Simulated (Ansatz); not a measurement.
`C#CCNC` → 4 C• + 7 H• + N•  (atomization)

Computed with Ansatz on PBE0-D4/def2-TZVP structures; ΔE is electronic, products minus reactants. CCSD(T)/CBS is the MP2 limit (def2-TZVPP, def2-QZVPP) plus CCSD(T) − MP2 in def2-TZVPP, frozen cores. This one scheme is used for every species, atoms too. For atomizations the MP2-based limit and the directly extrapolated one differ by several kJ/mol either way, and by 10 to 25 for some Ge, Se and Sn compounds, so smaller differences from it don't rank the levels. Functionals use def2-TZVPP. B3LYP here is the variant with VWN-RPA as its local correlation; programs differ in this. No spin–orbit coupling; open shells (•) take unrestricted orbitals. Spin–orbit coupling would lower the free atoms: a little for C. One conformer a species, not always the lowest.

**Question.** What is ΔE at CCSD(T)/CBS? (Estimate.)

**Answer.** Computed: +4833.3 kJ/mol.

**Question.** What do these levels give: PBE0-D4, ωB97X-V, ωB97M-V, PBE, r2SCAN, PBE0, B3LYP, SCS-MP2/def2-TZVPP, CCSD/def2-TZVPP, HF/def2-QZVPP, SCS-MP2/def2-QZVPP, MP2/CBS(def2)? (An estimate is asked.)

**Answer.** Ansatz gave: PBE0-D4 4879.6, ωB97X-V 4842.0, ωB97M-V 4856.2, PBE 4960.5, r2SCAN 4832.3, PBE0 4862.6, B3LYP 4823.3, SCS-MP2/def2-TZVPP 4777.3, CCSD/def2-TZVPP 4631.8, HF/def2-QZVPP 3482.6, SCS-MP2/def2-QZVPP 4860.2, MP2/CBS(def2) 4918.6 kJ/mol.

Largest T1 diagnostic among the species: 0.011.

The D4 term adds +32.3 kJ/mol with B3LYP and +17.0 kJ/mol with PBE0; it sums over pairs of atoms, weighted by their polarisabilities, and B3LYP, whose exchange is more repulsive, gets the larger term. In def2-TZVPP, CCSD(T) changes the Hartree–Fock value by +1232.8 kJ/mol (the triples alone add +78.0 kJ/mol) and MP2 by +1318.1 kJ/mol; breaking electron pairs costs correlation energy, which Hartree–Fock lacks.
